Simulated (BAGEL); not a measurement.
**FCI/STO-3G (density fitting with qzvpp-jkfit) run of AlHClO (SMILES [O][AlH][Cl])**

Aim: the energy change on altering one bond length of AlHClO at FCI/STO-3G (density fitting with qzvpp-jkfit), from 2 runs. 

The calculation is run with BAGEL 1.2.2.

2 further runs of the same task are left out: 1 that didn't finish, 1 set aside as unsound or not needed.

## 1. The system as given

AlHClO: 4 atoms, total charge 0, spin state doublet. As SMILES, `[O][AlH][Cl]`. Geometry: relaxed at PBE0-D4/def2-TZVP.

Bond lengths: O1–Al2 1.729 Å, Al2–Cl3 2.081 Å, Al2–H4 1.566 Å. Angles: O1–Al2–Cl3 116.2°, O1–Al2–H4 118.8°, Cl3–Al2–H4 125.0°.

## 2. The energy at FCI/STO-3G (density fitting with qzvpp-jkfit)

The input, input.json:

```json
{ "bagel": [

{
  "title": "molecule",
  "basis": "sto-3g",
  "df_basis": "qzvpp-jkfit",
  "angstrom": true,
  "geometry": [
    { "atom": "O", "xyz": [       0.290600,      -1.035900,       1.350600 ] },
    { "atom": "Al", "xyz": [       0.118400,       0.049000,       0.015600 ] },
    { "atom": "Cl", "xyz": [      -1.573200,      -0.210600,      -1.168800 ] },
    { "atom": "H", "xyz": [       1.219700,       1.137300,      -0.217800 ] }
  ]
},

{
  "title": "hf",
  "charge": 1
},

{
  "title": "fci",
  "nstate": 1,
  "ncore": 11,
  "nspin": 1
}

]}
```

Launch:

```
$ BAGEL_NUM_THREADS=1 BAGEL input.json > input.out
```

Log:

```text
* using 1 threads per process

  ===============================================================
  ===============================================================

  *** Geometry ***

  { "atom" : "O", "xyz" : [      0.549154,     -1.957567,      2.552264 ] },
  { "atom" : "Al", "xyz" : [      0.223744,      0.092597,      0.029480 ] },
  { "atom" : "Cl", "xyz" : [     -2.972917,     -0.397976,     -2.208712 ] },
  { "atom" : "H", "xyz" : [      2.304899,      2.149186,     -0.411582 ] },

  Number of auxiliary basis functions:      351

  Since a DF basis is specified, we compute 2- and 3-index integrals:
    o Being stored without compression. Storage requirement is 0.002 GB

  Number of basis functions:       24
  Number of electrons      :       39

    * METHOD: MOLECULE                             0.08

  *** RHF ***

  === Nuclear Repulsion ===
   118.8905812395

[... 8 lines left out ...]
    * SCF iteration converged.
[... 1 line left out ...]
    * Permanent dipole moment:
[... 88 lines left out ...]
     * ci vector, state   0, <S^2> = 0.7500
       22222222a....    -0.8938550966
       222a2222ab...    -0.1840608647
       22a22222a.b..     0.1659529663
       222b2222aa...     0.1408390029
       22b22222a.a..    -0.1359021823
       22222a222....     0.1157501608
       2222a222a.b..    -0.0882914593
       2222b222a.a..     0.0813095263
       22a22222a..b.     0.0746310355
       22b22222a..a.    -0.0624200218
       a2222222a.b..     0.0527788061

    * METHOD: FCI                                 74.96

  ===============================================================
```

Run time: 76 s. Hardware: 1 thread of Arm Neoverse V1, shared host; peak memory 1.6 GiB.

## 3. The distorted shape, same level

The input, input.json:

```json
{ "bagel": [

{
  "title": "molecule",
  "basis": "sto-3g",
  "df_basis": "qzvpp-jkfit",
  "angstrom": true,
  "geometry": [
    { "atom": "O", "xyz": [   -0.590410,   -1.906510,    1.537314 ] },
    { "atom": "Al", "xyz": [   -0.762610,   -0.821610,    0.202314 ] },
    { "atom": "Cl", "xyz": [   -2.454210,   -1.081210,   -0.982086 ] },
    { "atom": "H", "xyz": [    1.219700,    1.137300,   -0.217800 ] }
  ]
},
{
  "title": "hf",
  "charge": 1
},
{
  "title": "fci",
  "nstate": 1,
  "ncore": 11,
  "nspin": 1
}

]}
```

Launch:

```
$ BAGEL_NUM_THREADS=1 BAGEL input.json > input.out
```

Log:

```text
* using 1 threads per process

  ===============================================================
  ===============================================================

  *** Geometry ***

  { "atom" : "O", "xyz" : [     -1.115713,     -3.602782,      2.905102 ] },
  { "atom" : "Al", "xyz" : [     -1.441124,     -1.552618,      0.382318 ] },
  { "atom" : "Cl", "xyz" : [     -4.637785,     -2.043191,     -1.855874 ] },
  { "atom" : "H", "xyz" : [      2.304899,      2.149186,     -0.411582 ] },

  Number of auxiliary basis functions:      351

  Since a DF basis is specified, we compute 2- and 3-index integrals:
    o Being stored without compression. Storage requirement is 0.002 GB

  Number of basis functions:       24
  Number of electrons      :       39

    * METHOD: MOLECULE                             0.07

  *** RHF ***

  === Nuclear Repulsion ===
   115.8068398697

[... 8 lines left out ...]
    * SCF iteration converged.
[... 1 line left out ...]
    * Permanent dipole moment:
[... 75 lines left out ...]
     * ci vector, state   0, <S^2> = 0.7500
       22222222a....    -0.7385270186
       2222222aba...     0.2737158828
       2222222.a2...    -0.2596419165
       2222222aab...     0.1661721722
       2222222a2....     0.1621832690
       222a2222a.b..     0.1512216771
       22222222.a...     0.1459848658
       2222222.2a...    -0.1314472234
       222b2222a.a..    -0.1210595031
       2222222baa...     0.1075437106
       22a222222....     0.0906248739
       22b22222aa...    -0.0807546007
       222b222a2.a..     0.0795951963
       2222b222aa...     0.0794461913
       222a222a2.b..    -0.0778974193
       2222a222ba...     0.0667671476
       22a22222ba...    -0.0654803479
       222a222baab..    -0.0608888311
       22a22222a..b.     0.0593039015
       2222222a.2...    -0.0555848560
       2222222.aa.b.     0.0539884409
       222a222.2ab..     0.0539569429
       2222222aa...b     0.0513799049
       22b22222a..a.    -0.0508146476
       2222b22aa2...    -0.0500578923

    * METHOD: FCI                                 72.13

  ===============================================================
```

Wall time 73 s (1 thread of Arm Neoverse V1, shared host); peak memory 1.6 GiB.

## 4. Results

At FCI/STO-3G (density fitting with qzvpp-jkfit), 11 core orbitals frozen:

```
                                                          quantity          value
                                         first shape: total energy  -768.17983 Eh
                                     distorted shape: total energy  -768.03032 Eh
energy change with the Al2–H4 bond stretched from 1.566 to 2.818 Å       4.068 eV
```

**Reading.** With the Al2–H4 bond stretched from 1.566 to 2.818 Å the energy rises by 4.07 eV (94 kcal/mol). The first shape isn't relaxed at this level, so the change isn't measured from a minimum. The minimal basis adds a large error of its own.
